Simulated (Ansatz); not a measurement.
Geometry optimisation, RKS r2SCAN/def2-SVP (Ansatz).

The input (input.yaml):

```yaml
crystal:
  periodic: [false, false, false]
  atoms:
    - { symbol: B, position_ang: [-0.068742, -0.230736, 0.155061] }
    - { symbol: O, position_ang: [-0.050114, -0.440843, 1.511896] }
    - { symbol: H, position_ang: [-0.934445, -0.592276, 1.875019] }
    - { symbol: H, position_ang: [0.968989, -0.066608, -0.425364] }
    - { symbol: Cl, position_ang: [-1.590143, -0.29191, -0.753341] }
    - { symbol: H, position_ang: [-0.149033, 2.128394, 0.581579] }
    - { symbol: H, position_ang: [-0.004412, 1.755279, 1.175749] }
basis:
  gaussian: { orbitals: def2-SVP }
hamiltonian:
  xc: r2scan
relax:
  f_tol: 0.03
  max_steps: 50
output:
  orbitals: {}
```

Command:

```bash
$ ansatz run input.yaml --threads 1 --pin off --max-ram 2048MiB --backend cpu --events-out ev --progress --plain --runs-dir out
```

Where does it end, and by what steps?

It converged. The force dipped under the threshold on the way, but the program's further checks kept it going. After 17 steps the energy has fallen by 0.212 eV; H7 moved furthest, 0.72 Å.

| step | energy less start (eV) | largest force component (eV/Å) | accepted |
| --- | --- | --- | --- |
| 0 | 0.0000 | 1.363 | yes |
| 1 | -0.1514 | 0.552 | yes |
| 2 | -0.1914 | 0.339 | yes |
| 3 | -0.2043 | 0.339 | yes |
| 4 | -0.2074 | 0.320 | yes |
| 5 | -0.2078 | 0.112 | yes |
| 6 | -0.2093 | 0.110 | yes |
| 7 | -0.2104 | 0.023 | yes |
| 8 | -0.2096 | 0.191 | no |
| 9 | -0.2106 | 0.020 | yes |
| 10 | -0.2107 | 0.071 | yes |
| 11 | -0.2105 | 0.143 | no |
| 12 | -0.2113 | 0.006 | yes |
| 13 | -0.2116 | 0.054 | yes |
| 14 | -0.2117 | 0.047 | yes |
| 15 | -0.2120 | 0.072 | yes |
| 16 | -0.2121 | 0.057 | yes |
| 17 | -0.2123 | 0.020 | yes |

```xyz
7
Properties=species:S:1:pos:R:3
B -0.044 -0.533 0.128
O -0.046 -0.768 1.449
H -0.932 -0.755 1.841
H 0.997 -0.518 -0.469
Cl -1.562 -0.248 -0.748
H -0.349 2.618 0.666
H 0.107 2.465 1.253
```

Time of the run: 52 s on 1 thread of Arm Neoverse V1 (shared host), peak memory 0.13 GiB.
